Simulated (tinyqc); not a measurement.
Inside a calculation (part 1 of 2). Method: coupled-perturbed Hartree-Fock on RHF in the sto-3g basis, for H3O+, spin multiplicity 1. Computed by tinyqc, a small Python program that keeps every step (integrals from PySCF). Settings: charge = 1, multiplicity = 1, basis = sto-3g, method = RHF, energy threshold = 1e-10, iteration cap = 51, orthogonalisation = symmetric, start = atomic densities, DIIS depth = 6. Command: `OMP_NUM_THREADS=1 python tinyqc.py 26933 26934 out.jsonl` (the two numbers bound the seeds that draw the settings). One thread of a shared host (Intel(R) Xeon(R) Processor @ 2.60GHz), about 0.2 s of CPU time with the checks. The early iterations of the SCF are left out here.

## One-electron integrals

Geometry (angstrom):
```
atom        x        y       z
O      0.0000   0.0000  0.2930
H      1.0510   0.0000  0.0000
H     -0.5250   0.9100  0.0000
H     -0.5250  -0.9100  0.0000
```

Basis sto-3g: exponents (1/bohr^2) and contraction coefficients of normalised primitives:
```
element  l (shell)  exponent  coefficient
O            s (1)  130.7093       0.1543
O            s (1)   23.8089       0.5353
O            s (1)    6.4436       0.4446
O            s (2)    5.0332      -0.1000
O            s (2)    1.1696       0.3995
O            s (2)    0.3804       0.7001
O            p (3)    5.0332       0.1559
O            p (3)    1.1696       0.6077
O            p (3)    0.3804       0.3920
H            s (1)    3.4253       0.1543
H            s (1)    0.6239       0.5353
H            s (1)    0.1689       0.4446
```

Overlap, kinetic and nuclear-attraction integrals over the contracted functions; the nuclear repulsion is the sum of Za Zb / Rab.

nuclear repulsion = 12.515275 hartree

overlap S:
```
         1O 1s   1O 2s   1O 2px   1O 2py   1O 2pz    2H 1s    3H 1s    4H 1s
1O 1s   1.0000  0.2367   0.0000   0.0000   0.0000   0.0392   0.0393   0.0393
1O 2s   0.2367  1.0000   0.0000   0.0000   0.0000   0.3914   0.3916   0.3916
1O 2px  0.0000  0.0000   1.0000   0.0000   0.0000   0.3314  -0.1657  -0.1657
1O 2py  0.0000  0.0000   0.0000   1.0000   0.0000   0.0000   0.2872  -0.2872
1O 2pz  0.0000  0.0000   0.0000   0.0000   1.0000  -0.0924  -0.0925  -0.0925
2H 1s   0.0392  0.3914   0.3314   0.0000  -0.0924   1.0000   0.1591   0.1591
3H 1s   0.0393  0.3916  -0.1657   0.2872  -0.0925   0.1591   1.0000   0.1591
4H 1s   0.0393  0.3916  -0.1657  -0.2872  -0.0925   0.1591   0.1591   1.0000
```

kinetic energy T (hartree):
```
          1O 1s    1O 2s   1O 2px   1O 2py   1O 2pz    2H 1s    3H 1s    4H 1s
1O 1s   29.0032  -0.1680   0.0000   0.0000   0.0000  -0.0083  -0.0083  -0.0083
1O 2s   -0.1680   0.8081   0.0000   0.0000   0.0000   0.0736   0.0737   0.0737
1O 2px   0.0000   0.0000   2.5287   0.0000   0.0000   0.1850  -0.0925  -0.0925
1O 2py   0.0000   0.0000   0.0000   2.5287   0.0000   0.0000   0.1604  -0.1604
1O 2pz   0.0000   0.0000   0.0000   0.0000   2.5287  -0.0516  -0.0516  -0.0516
2H 1s   -0.0083   0.0736   0.1850   0.0000  -0.0516   0.7600  -0.0067  -0.0067
3H 1s   -0.0083   0.0737  -0.0925   0.1604  -0.0516  -0.0067   0.7600  -0.0067
4H 1s   -0.0083   0.0737  -0.0925  -0.1604  -0.0516  -0.0067  -0.0067   0.7600
```

nuclear attraction V (hartree):
```
           1O 1s     1O 2s    1O 2px    1O 2py    1O 2pz    2H 1s    3H 1s    4H 1s
1O 1s   -62.0738   -7.5276    0.0000    0.0000    0.0096  -1.2774  -1.2786  -1.2786
1O 2s    -7.5276  -10.4993    0.0000    0.0000    0.1175  -3.1764  -3.1787  -3.1787
1O 2px    0.0000    0.0000  -10.4615    0.0000    0.0000  -2.3785   1.1892   1.1892
1O 2py    0.0000    0.0000    0.0000  -10.4617    0.0000   0.0000  -2.0613   2.0613
1O 2pz    0.0096    0.1175    0.0000    0.0000  -10.3537   0.6928   0.6935   0.6935
2H 1s    -1.2774   -3.1764   -2.3785    0.0000    0.6928  -5.6043  -1.0073  -1.0073
3H 1s    -1.2786   -3.1787    1.1892   -2.0613    0.6935  -1.0073  -5.6056  -1.0072
4H 1s    -1.2786   -3.1787    1.1892    2.0613    0.6935  -1.0073  -1.0072  -5.6056
```

core Hamiltonian H = T + V (hartree):
```
           1O 1s    1O 2s   1O 2px   1O 2py   1O 2pz    2H 1s    3H 1s    4H 1s
1O 1s   -33.0706  -7.6956   0.0000   0.0000   0.0096  -1.2857  -1.2869  -1.2869
1O 2s    -7.6956  -9.6911   0.0000   0.0000   0.1175  -3.1028  -3.1050  -3.1050
1O 2px    0.0000   0.0000  -7.9328   0.0000   0.0000  -2.1935   1.0967   1.0967
1O 2py    0.0000   0.0000   0.0000  -7.9329   0.0000   0.0000  -1.9009   1.9009
1O 2pz    0.0096   0.1175   0.0000   0.0000  -7.8249   0.6412   0.6418   0.6418
2H 1s    -1.2857  -3.1028  -2.1935   0.0000   0.6412  -4.8443  -1.0140  -1.0140
3H 1s    -1.2869  -3.1050   1.0967  -1.9009   0.6418  -1.0140  -4.8456  -1.0140
4H 1s    -1.2869  -3.1050   1.0967   1.9009   0.6418  -1.0140  -1.0140  -4.8456
```

## Two-electron integrals

Functions are numbered as in S; the eight-fold symmetry (ij|kl) = (ji|kl) = (kl|ij) leaves the list below.

Two-electron integrals (ij|kl) in chemists' order, unique and non-zero (hartree):
```
(11|11) 4.7851      (21|11) 0.7414      (21|21) 0.1369      (22|11) 1.1189
(22|21) 0.2566      (22|22) 0.8172      (31|31) 0.0245      (32|31) 0.0378
(32|32) 0.1805      (33|11) 1.1158      (33|21) 0.2567      (33|22) 0.8170
(33|33) 0.8802      (41|41) 0.0245      (42|41) 0.0378      (42|42) 0.1805
(43|43) 0.0474      (44|11) 1.1158      (44|21) 0.2567      (44|22) 0.8170
(44|33) 0.7853      (44|44) 0.8802      (51|51) 0.0245      (52|51) 0.0378
(52|52) 0.1805      (53|53) 0.0474      (54|54) 0.0474      (55|11) 1.1158
(55|21) 0.2567      (55|22) 0.8170      (55|33) 0.7853      (55|44) 0.7853
(55|55) 0.8802      (61|11) 0.1244      (61|21) 0.0228      (61|22) 0.0425
(61|31) 0.0010      (61|32) 0.0019      (61|33) 0.0427      (61|44) 0.0424
(61|51) -2.81e-04   (61|52) -0.0005     (61|53) -6.63e-05   (61|55) 0.0424
(61|61) 0.0038      (62|11) 0.3185      (62|21) 0.0740      (62|22) 0.2629
(62|31) 0.0054      (62|32) 0.0419      (62|33) 0.2708      (62|44) 0.2583
(62|51) -0.0015     (62|52) -0.0117     (62|53) -0.0035     (62|55) 0.2593
(62|61) 0.0126      (62|62) 0.1068      (63|11) 0.2274      (63|21) 0.0535
(63|22) 0.2029      (63|31) 0.0109      (63|32) 0.0751      (63|33) 0.2201
(63|44) 0.1938      (63|51) -0.0009     (63|52) -0.0085     (63|53) -0.0050
(63|55) 0.1945      (63|61) 0.0095      (63|62) 0.1002      (63|63) 0.1077
(64|41) 0.0076      (64|42) 0.0447      (64|43) 0.0086      (64|54) -0.0024
(64|64) 0.0148      (65|11) -0.0634     (65|21) -0.0149     (65|22) -0.0566
(65|31) -0.0009     (65|32) -0.0085     (65|33) -0.0566     (65|44) -0.0540
(65|51) 0.0078      (65|52) 0.0470      (65|53) 0.0093      (65|55) -0.0590
(65|61) -0.0026     (65|62) -0.0279     (65|63) -0.0259     (65|65) 0.0220
(66|11) 0.4742      (66|21) 0.1120      (66|22) 0.4575      (66|31) 0.0100
(66|32) 0.1096      (66|33) 0.4893      (66|44) 0.4394      (66|51) -0.0028
(66|52) -0.0305     (66|53) -0.0139     (66|55) 0.4433      (66|61) 0.0192
(66|62) 0.2395      (66|63) 0.2563      (66|65) -0.0714     (66|66) 0.7746
(71|11) 0.1245      (71|21) 0.0228      (71|22) 0.0425      (71|31) -0.0005
(71|32) -0.0009     (71|33) 0.0425      (71|41) 0.0009      (71|42) 0.0016
(71|43) -1.03e-04   (71|44) 0.0426      (71|51) -2.82e-04   (71|52) -0.0005
(71|53) 3.32e-05    (71|54) -5.75e-05   (71|55) 0.0425      (71|61) 0.0038
(71|62) 0.0122      (71|63) 0.0086      (71|64) 3.26e-04    (71|65) -0.0026
(71|66) 0.0183      (71|71) 0.0039      (72|11) 0.3187      (72|21) 0.0741
(72|22) 0.2631      (72|31) -0.0027     (72|32) -0.0209     (72|33) 0.2616
(72|41) 0.0046      (72|42) 0.0363      (72|43) -0.0054     (72|44) 0.2679
(72|51) -0.0015     (72|52) -0.0117     (72|53) 0.0017      (72|54) -0.0030
(72|55) 0.2595      (72|61) 0.0121      (72|62) 0.0836      (72|63) 0.0601
(72|64) 0.0092      (72|65) -0.0212     (72|66) 0.1500      (72|71) 0.0126
(72|72) 0.1070      (73|11) -0.1137     (73|21) -0.0268     (73|22) -0.1014
(73|31) 0.0084      (73|32) 0.0523      (73|33) -0.1066     (73|41) -0.0015
(73|42) -0.0132     (73|43) 0.0094      (73|44) -0.1003     (73|51) 4.72e-04
(73|52) 0.0042      (73|53) -0.0030     (73|54) 0.0011      (73|55) -0.0973
(73|61) -0.0040     (73|62) -0.0220     (73|63) -0.0052     (73|64) -0.0019
(73|65) 0.0054      (73|66) -0.0301     (73|71) -0.0047     (73|72) -0.0501
(73|73) 0.0381      (74|11) 0.1971      (74|21) 0.0464      (74|22) 0.1758
(74|31) -0.0015     (74|32) -0.0132     (74|33) 0.1699      (74|41) 0.0101
(74|42) 0.0675      (74|43) -0.0077     (74|44) 0.1888      (74|51) -0.0008
(74|52) -0.0073     (74|53) 0.0011      (74|54) -0.0043     (74|55) 0.1686
(74|61) 0.0076      (74|62) 0.0566      (74|63) 0.0404      (74|64) 0.0170
(74|65) -0.0141     (74|66) 0.1031      (74|71) 0.0082      (74|72) 0.0869
(74|73) -0.0402     (74|74) 0.0846      (75|11) -0.0635     (75|21) -0.0149
(75|22) -0.0566     (75|31) 4.72e-04    (75|32) 0.0042      (75|33) -0.0547
(75|41) -0.0008     (75|42) -0.0073     (75|43) 0.0011      (75|44) -0.0560
(75|51) 0.0078      (75|52) 0.0471      (75|53) -0.0046     (75|54) 0.0081
(75|55) -0.0591     (75|61) -0.0026     (75|62) -0.0212     (75|63) -0.0150
(75|64) -0.0023     (75|65) 0.0164      (75|66) -0.0414     (75|71) -0.0026
(75|72) -0.0280     (75|73) 0.0130      (75|74) -0.0225     (75|75) 0.0221
(76|11) 0.0960      (76|21) 0.0225      (76|22) 0.0863      (76|31) 0.0006
(76|32) 0.0060      (76|33) 0.0866      (76|41) 0.0011      (76|42) 0.0103
(76|43) 3.32e-04    (76|44) 0.0870      (76|51) -0.0007     (76|52) -0.0067
(76|53) -0.0008     (76|54) -0.0013     (76|55) 0.0853      (76|61) 0.0038
(76|62) 0.0341      (76|63) 0.0299      (76|64) 0.0035      (76|65) -0.0100
(76|66) 0.0781      (76|71) 0.0038      (76|72) 0.0341      (76|73) -0.0119
(76|74) 0.0277      (76|75) -0.0100     (76|76) 0.0135      (77|11) 0.4744
(77|21) 0.1120      (77|22) 0.4577      (77|31) -0.0050     (77|32) -0.0548
(77|33) 0.4520      (77|41) 0.0087      (77|42) 0.0949      (77|43) -0.0216
(77|44) 0.4770      (77|51) -0.0028     (77|52) -0.0306     (77|53) 0.0069
(77|54) -0.0120     (77|55) 0.4434      (77|61) 0.0183      (77|62) 0.1499
(77|63) 0.1043      (77|64) 0.0254      (77|65) -0.0413     (77|66) 0.2889
(77|71) 0.0192      (77|72) 0.2397      (77|73) -0.1281     (77|74) 0.2221
(77|75) -0.0715     (77|76) 0.0781      (77|77) 0.7746      (81|11) 0.1245
(81|21) 0.0228      (81|22) 0.0425      (81|31) -0.0005     (81|32) -0.0009
(81|33) 0.0425      (81|41) -0.0009     (81|42) -0.0016     (81|43) 1.03e-04
(81|44) 0.0426      (81|51) -2.82e-04   (81|52) -0.0005     (81|53) 3.32e-05
(81|54) 5.75e-05    (81|55) 0.0425      (81|61) 0.0038      (81|62) 0.0122
(81|63) 0.0086      (81|64) -3.26e-04   (81|65) -0.0026     (81|66) 0.0183
(81|71) 0.0038      (81|72) 0.0122      (81|73) -0.0046     (81|74) 0.0073
(81|75) -0.0026     (81|76) 0.0037      (81|77) 0.0183      (81|81) 0.0039
(82|11) 0.3187      (82|21) 0.0741      (82|22) 0.2631      (82|31) -0.0027
(82|32) -0.0209     (82|33) 0.2616      (82|41) -0.0046     (82|42) -0.0363
(82|43) 0.0054      (82|44) 0.2679      (82|51) -0.0015     (82|52) -0.0117
(82|53) 0.0017      (82|54) 0.0030      (82|55) 0.2595      (82|61) 0.0121
(82|62) 0.0836      (82|63) 0.0601      (82|64) -0.0092     (82|65) -0.0212
(82|66) 0.1500      (82|71) 0.0122      (82|72) 0.0837      (82|73) -0.0380
(82|74) 0.0474      (82|75) -0.0212     (82|76) 0.0274      (82|77) 0.1500
(82|81) 0.0126      (82|82) 0.1070      (83|11) -0.1137     (83|21) -0.0268
(83|22) -0.1014     (83|31) 0.0084      (83|32) 0.0523      (83|33) -0.1066
(83|41) 0.0015      (83|42) 0.0132      (83|43) -0.0094     (83|44) -0.1003
(83|51) 4.72e-04    (83|52) 0.0042      (83|53) -0.0030     (83|54) -0.0011
(83|55) -0.0973     (83|61) -0.0040     (83|62) -0.0220     (83|63) -0.0052
(83|64) 0.0019      (83|65) 0.0054      (83|66) -0.0301     (83|71) -0.0046
(83|72) -0.0380     (83|73) 0.0281      (83|74) -0.0211     (83|75) 0.0095
(83|76) -0.0093     (83|77) -0.0741     (83|81) -0.0047     (83|82) -0.0501
(83|83) 0.0381      (84|11) -0.1971     (84|21) -0.0464     (84|22) -0.1758
(84|31) 0.0015      (84|32) 0.0132      (84|33) -0.1699     (84|41) 0.0101
(84|42) 0.0675      (84|43) -0.0077     (84|44) -0.1888     (84|51) 0.0008
(84|52) 0.0073      (84|53) -0.0011     (84|54) -0.0043     (84|55) -0.1686
(84|61) -0.0076     (84|62) -0.0566     (84|63) -0.0404     (84|64) 0.0170
(84|65) 0.0141      (84|66) -0.1031     (84|71) -0.0073     (84|72) -0.0474
(84|73) 0.0211      (84|74) -0.0163     (84|75) 0.0118      (84|76) -0.0162
(84|77) -0.0776     (84|81) -0.0082     (84|82) -0.0869     (84|83) 0.0402
(84|84) 0.0846      (85|11) -0.0635     (85|21) -0.0149     (85|22) -0.0566
(85|31) 4.72e-04    (85|32) 0.0042      (85|33) -0.0547     (85|41) 0.0008
(85|42) 0.0073      (85|43) -0.0011     (85|44) -0.0560     (85|51) 0.0078
(85|52) 0.0471      (85|53) -0.0046     (85|54) -0.0081     (85|55) -0.0591
(85|61) -0.0026     (85|62) -0.0212     (85|63) -0.0150     (85|64) 0.0023
(85|65) 0.0164      (85|66) -0.0414     (85|71) -0.0026     (85|72) -0.0212
(85|73) 0.0095      (85|74) -0.0118     (85|75) 0.0164      (85|76) -0.0078
(85|77) -0.0414     (85|81) -0.0026     (85|82) -0.0280     (85|83) 0.0130
(85|84) 0.0225      (85|85) 0.0221      (86|11) 0.0960      (86|21) 0.0225
(86|22) 0.0863      (86|31) 0.0006      (86|32) 0.0060      (86|33) 0.0866
(86|41) -0.0011     (86|42) -0.0103     (86|43) -3.32e-04   (86|44) 0.0870
(86|51) -0.0007     (86|52) -0.0067     (86|53) -0.0008     (86|54) 0.0013
(86|55) 0.0853      (86|61) 0.0038      (86|62) 0.0341      (86|63) 0.0299
(86|64) -0.0035     (86|65) -0.0100     (86|66) 0.0781      (86|71) 0.0037
(86|72) 0.0274      (86|73) -0.0093     (86|74) 0.0162      (86|75) -0.0078
(86|76) 0.0109      (86|77) 0.0507      (86|81) 0.0038      (86|82) 0.0341
(86|83) -0.0119     (86|84) -0.0277     (86|85) -0.0100     (86|86) 0.0135
(87|11) 0.0960      (87|21) 0.0225      (87|22) 0.0863      (87|31) -0.0013
(87|32) -0.0119     (87|33) 0.0872      (87|44) 0.0864      (87|51) -0.0007
(87|52) -0.0067     (87|53) 0.0015      (87|55) 0.0853      (87|61) 0.0037
(87|62) 0.0273      (87|63) 0.0187      (87|65) -0.0078     (87|66) 0.0507
(87|71) 0.0038      (87|72) 0.0341      (87|73) -0.0180     (87|74) 0.0241
(87|75) -0.0100     (87|76) 0.0109      (87|77) 0.0781      (87|81) 0.0038
(87|82) 0.0341      (87|83) -0.0180     (87|84) -0.0241     (87|85) -0.0100
(87|86) 0.0109      (87|87) 0.0135      (88|11) 0.4744      (88|21) 0.1120
(88|22) 0.4577      (88|31) -0.0050     (88|32) -0.0548     (88|33) 0.4520
(88|41) -0.0087     (88|42) -0.0949     (88|43) 0.0216      (88|44) 0.4770
(88|51) -0.0028     (88|52) -0.0306     (88|53) 0.0069      (88|54) 0.0120
(88|55) 0.4434      (88|61) 0.0183      (88|62) 0.1499      (88|63) 0.1043
(88|64) -0.0254     (88|65) -0.0413     (88|66) 0.2889      (88|71) 0.0183
(88|72) 0.1500      (88|73) -0.0741     (88|74) 0.0776      (88|75) -0.0414
(88|76) 0.0507      (88|77) 0.2889      (88|81) 0.0192      (88|82) 0.2397
(88|83) -0.1281     (88|84) -0.2221     (88|85) -0.0715     (88|86) 0.0781
(88|87) 0.0781      (88|88) 0.7746
```

## Orthogonalisation

S = U s U^T; symmetric (Loewdin) form X = U s^(-1/2) U^T, so that X^T S X = 1.

eigenvalues of S: 0.4104  0.5066  0.5068  0.9437  1.0472  1.3341  1.3343  1.9168

X:
```
          1O 1s    1O 2s   1O 2px   1O 2py   1O 2pz    2H 1s    3H 1s    4H 1s
1O 1s    1.0244  -0.1434   0.0000   0.0000   0.0048   0.0182   0.0182   0.0182
1O 2s   -0.1434   1.2223  -0.0001   0.0000  -0.0463  -0.2157  -0.2159  -0.2159
1O 2px   0.0000  -0.0001   1.0834   0.0000   0.0000  -0.2159   0.1080   0.1080
1O 2py   0.0000   0.0000   0.0000   1.0835   0.0000   0.0000  -0.1871   0.1871
1O 2pz   0.0048  -0.0463   0.0000   0.0000   1.0107   0.0500   0.0500   0.0500
2H 1s    0.0182  -0.2157  -0.2159   0.0000   0.0500   1.1354  -0.0516  -0.0516
3H 1s    0.0182  -0.2159   0.1080  -0.1871   0.0500  -0.0516   1.1356  -0.0515
4H 1s    0.0182  -0.2159   0.1080   0.1871   0.0500  -0.0516  -0.0515   1.1356
```

## Iteration 8 (converged): orbitals

converged F (hartree):
```
           1O 1s    1O 2s   1O 2px   1O 2py   1O 2pz    2H 1s    3H 1s    4H 1s
1O 1s   -20.8079  -5.2943   0.0000   0.0000   0.0170  -0.8921  -0.8929  -0.8929
1O 2s    -5.2943  -2.9068   0.0000   0.0000   0.0724  -0.9877  -0.9883  -0.9883
1O 2px    0.0000   0.0000  -0.8008   0.0000   0.0000  -0.5723   0.2861   0.2861
1O 2py    0.0000   0.0000   0.0000  -0.8010   0.0000   0.0000  -0.4959   0.4959
1O 2pz    0.0170   0.0724   0.0000   0.0000  -0.8482   0.1918   0.1919   0.1919
2H 1s    -0.8921  -0.9877  -0.5723   0.0000   0.1918  -0.7373  -0.2846  -0.2846
3H 1s    -0.8929  -0.9883   0.2861  -0.4959   0.1919  -0.2846  -0.7377  -0.2846
4H 1s    -0.8929  -0.9883   0.2861   0.4959   0.1919  -0.2846  -0.2846  -0.7377
```

Diagonalise F' = X^T F X, C = X C', fill 5 alpha and 5 beta electrons from the bottom; D = 2 C_occ C_occ^T. Each column has its largest component positive (the first on a tie).

F' = X^T F X (hartree):
```
          1        2        3        4        5        6        7        8
1  -20.4265  -2.7160   0.0000   0.0000   0.0302  -0.1042  -0.1044  -0.1044
2   -2.7160  -1.6974   0.0000   0.0000  -0.0340  -0.4198  -0.4202  -0.4202
3    0.0000   0.0000  -0.5701   0.0000   0.0000  -0.4727   0.2363   0.2363
4    0.0000   0.0000   0.0000  -0.5699   0.0000   0.0000  -0.4096   0.4096
5    0.0302  -0.0340   0.0000   0.0000  -0.8165   0.1270   0.1271   0.1271
6   -0.1042  -0.4198  -0.4727   0.0000   0.1270  -0.3114  -0.0573  -0.0573
7   -0.1044  -0.4202   0.2363  -0.4096   0.1271  -0.0573  -0.3113  -0.0574
8   -0.1044  -0.4202   0.2363   0.4096   0.1271  -0.0573  -0.0574  -0.3113
```

orbital energies (hartree): MO1 -20.8163, MO2 -1.6979, MO3 -1.0123, MO4 -1.0121, MO5 -0.8643, MO6 0.0120, MO7 0.1880, MO8 0.1884

coefficients C:
```
            MO1      MO2      MO3      MO4      MO5      MO6      MO7      MO8
1O 1s    0.9943  -0.2408   0.0000   0.0000  -0.0525  -0.1474  -0.0001   0.0000
1O 2s    0.0255   0.8904   0.0000   0.0001   0.2587   0.8923   0.0009   0.0000
1O 2px   0.0000   0.0000   0.0000   0.7006  -0.0001   0.0007  -0.8677   0.0000
1O 2py   0.0000   0.0000   0.7005   0.0000   0.0000   0.0000   0.0000   0.8680
1O 2pz  -0.0020  -0.0832   0.0000   0.0001   0.9512  -0.3455  -0.0004   0.0000
2H 1s   -0.0042   0.0986   0.0000   0.4167  -0.0988  -0.6212   0.9008   0.0000
3H 1s   -0.0042   0.0987   0.3608  -0.2083  -0.0988  -0.6204  -0.4512  -0.7807
4H 1s   -0.0042   0.0987  -0.3608  -0.2083  -0.0988  -0.6204  -0.4512   0.7807
```

D after iteration 8:
```
          1O 1s    1O 2s   1O 2px   1O 2py   1O 2pz    2H 1s    3H 1s    4H 1s
1O 1s    2.0986  -0.4053   0.0000   0.0000  -0.0638  -0.0456  -0.0456  -0.0456
1O 2s   -0.4053   1.7207   0.0000   0.0000   0.3439   0.1243   0.1243   0.1243
1O 2px   0.0000   0.0000   0.9816   0.0000   0.0000   0.5839  -0.2918  -0.2918
1O 2py   0.0000   0.0000   0.0000   0.9813   0.0000   0.0000   0.5055  -0.5055
1O 2pz  -0.0638   0.3439   0.0000   0.0000   1.8235  -0.2043  -0.2044  -0.2044
2H 1s   -0.0456   0.1243   0.5839   0.0000  -0.2043   0.3863  -0.1346  -0.1346
3H 1s   -0.0456   0.1243  -0.2918   0.5055  -0.2044  -0.1346   0.3862  -0.1346
4H 1s   -0.0456   0.1243  -0.2918  -0.5055  -0.2044  -0.1346  -0.1346   0.3862
```

## Convergence

Stop when the energy changes by less than 1e-10 hartree and every element of the error matrix X^T (F D S - S D F) X is below 3e-06.

Course of the cycle:
```
iteration  E (hartree)     change  largest element of the error matrix
1           -71.183017          -                             9.67e-01
2           -75.159930  -3.98e+00                             3.32e-01
3           -75.300742  -1.41e-01                             3.49e-02
4           -75.302947  -2.20e-03                             5.19e-03
5           -75.303013  -6.60e-05                             6.16e-04
6           -75.303015  -1.53e-06                             9.97e-05
7           -75.303015  -3.82e-08                             2.30e-06
8           -75.303015  -1.76e-11                             2.38e-08
```

PySCF RHF in the same basis = -75.303015 hartree

Converged in 8 iterations.
